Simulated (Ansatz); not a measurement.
Al2As3: from a trial structure to a relaxed crystal

Level of theory: DFT PBE, scalar-relativistic, plane waves, PAW (Ansatz). Cutoff 420 eV, Γ-centred k mesh, Gaussian smearing, no spin polarisation in the final step.

Al2As3 was placed on the tetradymite structure type (R-3m, No. 166), with Al in place of Bi, As in place of Te, at a guessed volume.

```
CELL_PARAMETERS angstrom
1.80086 1.03973 8.34789
-1.80086 1.03973 8.34789
0.00000 -2.07945 8.34789
ATOMIC_POSITIONS crystal
Al 0.40000 0.40000 0.40000
Al 0.60000 0.60000 0.60000
As 0.00000 0.00000 0.00000
As 0.20950 0.20950 0.20950
As 0.79050 0.79050 0.79050
```

Cell and atoms relax at zero pressure; the relaxation can't lower the symmetry of the start. After a coarse first stage the cell is made exact in the group found at 0.06 Å.

Energies over the elements count from the elements' standard structures at the same level, with no empirical corrections.

Question: Which crystal results?

Answer: It keeps R-3m (No. 166). The result has the tetradymite structure. Conventional cell: a = 3.774 Å, c = 23.555 Å. Al has 6 As at 2.64–2.73 Å; As on Wyckoff site a (1 atom of the primitive cell) has 6 Al at 2.64 Å; As on Wyckoff site c (2 atoms of the primitive cell) has 3 As at 2.70 Å and 3 Al at 2.73 Å.

Space group R-3m:H (No. 166). a = 3.774 Å, b = 3.774 Å, c = 23.555 Å, α = 90.00°, β = 90.00°, γ = 120.00°
| atom | site | symmetry | x | y | z |
| --- | --- | --- | --- | --- | --- |
| Al | 6c | 3m | 0.6667 | 0.3333 | 0.7298 |
| As | 3a | -3m | 0.0000 | 0.0000 | 0.0000 |
| As | 6c | 3m | 0.3333 | 0.6667 | 0.8672 |

Question: What are its volume, energy, density and gap?

Answer: The volume per atom is 19.38 Å³ and the density is 4.78 g/cm³. The energy over the elements is -0.07 eV/atom. The gap on the 12×12×12 mesh is 0 eV (a metal).

The final run used a 12×12×12 mesh on its 5-atom cell and 0.10 eV smearing. For metals, differences of a few meV/atom aren't resolved. A structure relaxed within its symmetry needn't be a true minimum.

Cost: 3 runs of about 2.5 core-minutes in all, on Intel Xeon 6975P-C (Granite Rapids) (shared hosts).